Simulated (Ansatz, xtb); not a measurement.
**HN2Si+: where a starting geometry ends**

The starting geometry of this gas-phase singlet has its atoms placed at random.

```xyz
4

N    -0.3253   -1.3582    0.5715
N    -1.3659   -0.3931   -0.9149
Si   -1.1692    1.1019   -0.3161
H     0.6007    1.3086   -0.1854
```

Problem. One run relaxed it with r2SCAN-D4/def2-SVP. What is a likely outcome?

Solution. It ends as `N#[N+][SiH]`. Distances that change by over a tenth: N2–Si3 (1.62 → 2.06 Å). Contacts that close: N1–N2 (2.06 → 1.11 Å), Si3–H4 (1.79 → 1.52 Å).

The energy falls by 10.48 eV over 17 steps:

```
step  E − E(last) (eV)
   1            10.477
   3             3.485
   5             1.242
   6             0.699
   8             0.412
  10             0.261
  12             0.034
  13             0.029
  15             0.004
  17             0.000
```

Final geometry (Å):

```yaml
atoms:
  - { symbol: N, position_ang: [-0.8361, -1.6837, -0.0023] }
  - { symbol: N, position_ang: [-0.7823, -0.5877, -0.1470] }
  - { symbol: Si, position_ang: [-1.0665, 1.4200, -0.4855] }
  - { symbol: H, position_ang: [0.4251, 1.5105, -0.2102] }
```

From the same start GFN2-xTB reaches the same bonding as this run.

From so rough a start the end depends on the optimiser's path, so another program may land elsewhere. No frequencies were run, so the end isn't proven a minimum. Run with Ansatz 0.2.0, 24 s on 1 thread of Arm Neoverse V2 (shared host).
